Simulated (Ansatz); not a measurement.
# Cs₃Bi₂Br₉ (P-3m1, No. 164)

Level of theory: r²SCANh (PAW; Ansatz, a program for electronic structure).

Settings: plane-wave cutoff 520 eV, 3×3×2 k mesh (along the axes of the cell as run), Fermi–Dirac smearing 0.01 eV, scalar-relativistic PAW data made under PBE.

Cell: measured lattice: a = 7.972 Å, b = 7.972 Å, c = 9.867 Å, α = 90.00°, β = 90.00°, γ = 120.00°.

```
Property   Result
--------  -------
band gap  3.37 eV
```

Note: cell and atoms aren't relaxed at this level (largest force component 0.14 eV/Å, pressure 0.5 GPa).

Spin–orbit coupling is not included; with these elements it can move the gap by several tenths of an eV or more.

Computed values are for the static lattice.
